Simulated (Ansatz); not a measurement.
Relaxing HfPt₂

Theory: DFT PBE, scalar-relativistic, plane waves, PAW (Ansatz 0.2.0). Cutoff 420 eV, Γ-centred k mesh, Gaussian smearing, no spin polarisation in the final step.

The start puts HfPt₂ on the sites of a reported Li2Pt cell (P6/mmm, No. 191), with Hf in place of Pt, Pt in place of Li, at a guessed volume.

```xyz
3
Lattice="4.5111 0.0000 0.0000 -2.2556 3.9067 0.0000 0.0000 0.0000 2.8677" Properties=species:S:1:pos:R:3 pbc="T T T"
Hf    0.0000    0.0000    0.0000
Pt    0.0000    2.6045    1.4338
Pt    2.2556    1.3022    1.4338
```

Steps on the 6×6×6 mesh (3 atoms). 4 of 5 steps are shown, and the free energy counts from the last. Trial steps that were taken back and renewals of the plane-wave basis can be among the rows.

```csv
step,ΔF (meV/atom),V (Å³/atom),P (GPa)
1,30.3,16.85,7.51
2,37.7,18.17,-8.88
3,0.3,17.36,-0.44
5,0.0,17.33,-0.05
```

A final relaxation ran on a 12×12×16 mesh. The relaxed crystal, P6/mmm (No. 191):

```cif
data_structure
_symmetry_space_group_name_H-M 'P6/mmm'
_symmetry_Int_Tables_number 191
_cell_length_a 4.5995
_cell_length_b 4.5995
_cell_length_c 2.8530
_cell_angle_alpha 90.000
_cell_angle_beta 90.000
_cell_angle_gamma 120.000
_cell_volume 52.27
loop_
_atom_site_label
_atom_site_type_symbol
_atom_site_symmetry_multiplicity
_atom_site_Wyckoff_symbol
_atom_site_fract_x
_atom_site_fract_y
_atom_site_fract_z
_atom_site_occupancy
Hf1 Hf 1 a 0.00000 0.00000 0.00000 1
Pt1 Pt 2 d 0.33333 0.66667 0.50000 1
```

* Volume per atom: 17.42 Å³
* Density: 18.07 g/cm³
* Energy over the elements: -0.73 eV/atom
* Gap on the 12×12×16 mesh: 0 eV (a metal)

Formation energies are uncorrected and refer to the elements' standard structures at the same level.

The final run used a 12×12×16 mesh on its 3-atom cell and 0.10 eV smearing. The k mesh leaves about 4 meV/atom of noise in metals. Spin–orbit coupling is left out.

A structure relaxed within its symmetry needn't be a true minimum.

Cost: 3 runs of about 1.1 core-minutes in all, on Intel Xeon 6975P-C (Granite Rapids) (shared hosts).